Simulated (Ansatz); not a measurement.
bcc Nb was calculated with LDA (PAW; Ansatz, an electronic-structure program).

Input file:

Ansatz 0.2 input:
```yaml
crystal:
  lattice:
    - [-1.6554525076, 1.6554525076, 1.6554525076]
    - [1.6554525076, -1.6554525076, 1.6554525076]
    - [1.6554525076, 1.6554525076, -1.6554525076]
  atoms:
    - { symbol: Nb, position: [0.0, 0.0, 0.0] }
basis:
  ecutwfc: 520
  ecutrho_ratio: 4
  xc_grid: 2
kpoints:
  mp_grid: { grid: [24, 24, 24] }
hamiltonian:
  xc: lda
  dispersion: none
  pseudopotentials: { kind: paw }
scf:
  occupations: { method: fermi_dirac, width: 0.05 }
  convergence: { dr2_threshold: 0.0000000001 }
output:
  forces: false
  stress: true
  eigenvalues: true
```

Output (set-up and result lines):

```
Crystal: 1 atoms, lattice volume = 18.147 Å³
Basis set: ecut = 520 eV, 459 PW (Γ), exchange–correlation on 48×48×48 points (8 copies of the dense FFT grid, shifted against one another)
Bands: 11, of which v1, the nominal top of the filled ones, is band 7 counted from 1 (6 counted from 0)
Symmetry: 48 space group operations
Space group: Im-3m (ITA 229), of the structure as read, at distance tolerance 2.6e-5 Å
k-points: 413 of 13824
Functional: x = slater, c = lda
SCF iter   1: F=—  HF=-4442.571187 eV  |F-HF|=—  |Δ(HF+E_count)|=         —  Δρ=6.31e-3  dr2=2.13e-3
SCF iter   2: F=—  HF=-4442.570717 eV  |F-HF|=—  |Δ(HF+E_count)|=   4.70e-4  Δρ=3.02e-3  dr2=3.93e-4
  ...
SCF iter   6: F=—  HF=-4442.570640 eV  |F-HF|=—  |Δ(HF+E_count)|=   5.33e-8  Δρ=8.77e-6  dr2=6.62e-9
SCF iter   7: F=-4442.570640 eV  HF=-4442.570640 eV  |F-HF|=3.73e-11  |Δ(HF+E_count)|=   3.18e-9  Δρ=7.36e-7  dr2=4.78e-11
SCF 1 converged in 7 iterations: F = -4442.570640 eV  dr2 = 4.78e-11
SCF converged after 7 iterations
Free energy (F): -4442.570640 eV
Internal energy: -4442.558187 eV  (E = F + TS)
E sigma→0 (E₀):  -4442.564413 eV
Fermi energy:    17.351049 eV
--- Stress (GPa, compression-positive) ---
       -9.977144       0.000000       0.000000
       -0.000000      -9.977144      -0.000000
        0.000000       0.000000      -9.977144
  P = ⅓ Tr σ = -9.9771 GPa (-99.771 kbar)
```

The cell is one volume of an energy–volume scan, off the minimum.

The PAW data were made under PBE.
